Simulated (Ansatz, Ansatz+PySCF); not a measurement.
```json
{"atom": "C", "x (Å)": "1.3623", "y (Å)": "0.0121", "z (Å)": "0.0339"}
{"atom": "C", "x (Å)": "0.7390", "y (Å)": "1.2517", "z (Å)": "-0.0288"}
{"atom": "C", "x (Å)": "-0.6509", "y (Å)": "1.2490", "z (Å)": "-0.0283"}
{"atom": "C", "x (Å)": "-1.3186", "y (Å)": "-0.0144", "z (Å)": "-0.0478"}
{"atom": "C", "x (Å)": "-0.6646", "y (Å)": "-1.2442", "z (Å)": "0.0199"}
{"atom": "C", "x (Å)": "0.7588", "y (Å)": "-1.2731", "z (Å)": "-0.0114"}
{"atom": "H", "x (Å)": "1.3187", "y (Å)": "2.1185", "z (Å)": "-0.0001"}
{"atom": "H", "x (Å)": "-1.1559", "y (Å)": "2.1569", "z (Å)": "-0.0428"}
{"atom": "H", "x (Å)": "-2.4358", "y (Å)": "0.0267", "z (Å)": "-0.0367"}
{"atom": "H", "x (Å)": "-1.1827", "y (Å)": "-2.1724", "z (Å)": "-0.0478"}
{"atom": "H", "x (Å)": "1.3234", "y (Å)": "-2.2108", "z (Å)": "-0.0255"}
```

UHF-MP2 on doublet C₆H₅ was run in several spherical basis sets with Ansatz (development build ahead of 0.2.0). Frozen core: 6 orbitals. Caution for UHF-MP2: the unrestricted determinant is spin contaminated.

Question: Rank the basis sets by the total energy that they give, lowest first, with the distance from the lowest.
A. 6-31G
B. def2-SVP
C. cc-pVDZ
D. 6-31G(d)

Answer: C (0.00 eV), D (1.37 eV), B (5.20 eV), A (9.58 eV).

Totals follow the description of the cores as much as that of the bonds, so this order isn't one of quality for chemistry.
